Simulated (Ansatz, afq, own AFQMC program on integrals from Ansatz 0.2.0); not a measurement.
# BH₃ + H, doublet: a scan with AFQMC

```xyz
5

B    -0.1663    0.0000    0.0000
H    -0.7630    1.0336    0.0000
H    -0.7630   -1.0336    0.0000
H     1.0272    0.0000    0.0000
H     2.2827    0.0000    0.0000
```

A hydrogen atom is moved from one rigid fragment to the other; the B1–H4 distance tells how far. The two fragments are held close together, so this isn't a minimum-energy path and the start is a compressed complex. Energies in kcal/mol count from this geometry (1.194 Å) at the same level; the start stands on UHF, each point on the determinant named.

Basis cc-pVTZ. Noble-gas cores (and the filled d shells of Ga–Kr and In–Xe) are frozen. Ansatz 0.2.0 and our own AFQMC program on the same integrals; the CISD trial comes from CCSD amplitudes, and released means the phaseless constraint is let go. Error bars are statistical, one sigma.

```tsv
r(B1–H4) / Å	det.	T1	weight	⟨S²⟩	CCSD(T)	ph-AFQMC/CISD	released AFQMC	CCSDT(Q)	PBE	CCSD
1.339	UHF	0.013	0.93	0.77	2.5	2.5 ± 0.07	2.5 ± 0.06	2.5	0.3	2.6
1.412	UHF	0.014	0.93	0.78	4.2	4.0 ± 0.07	4.1 ± 0.05	4.1	1.2	4.3
1.485	UHF	0.015	0.93	0.78	5.0	5.0 ± 0.07	5.0 ± 0.05	5.0	1.7	5.2
1.558	UHF	0.015	0.93	0.78	4.9	4.9 ± 0.07	4.9 ± 0.05	4.8	1.9	5.0
1.704	UHF	0.012	0.93	0.76	4.7	4.7 ± 0.07	4.7 ± 0.05	4.7	3.7	4.6
```

Weight is that of the determinant in the CISD state; at the start T1 is 0.010 and the weight 0.94, and ⟨S²⟩ is 0.76. Largest departures from CCSDT(Q), at the points where its series has closed: CCSD(T) 0.1 kcal/mol at 1.485 (on UHF), ph-AFQMC/CISD 0.1 kcal/mol at 1.339 (on UHF) (within the noise), released AFQMC 0.1 kcal/mol at 1.558 (on UHF) (within the noise), PBE -3.2 kcal/mol at 1.485, CCSD 0.2 kcal/mol at 1.485 (on UHF). Functionals count only at points shown to share the start's state and spin.

Some points may be missing: those where a free walk finds a much lower state, and past Zn most of those on another determinant than at the start.

A walk keeps the symmetry of its determinant, which the program's search chose and which needn't be the lowest solution, so a lower state of the same spin and another symmetry isn't excluded. Released energies are given only where the last usable release times agree within the noise; a slower fall can still hide under it.
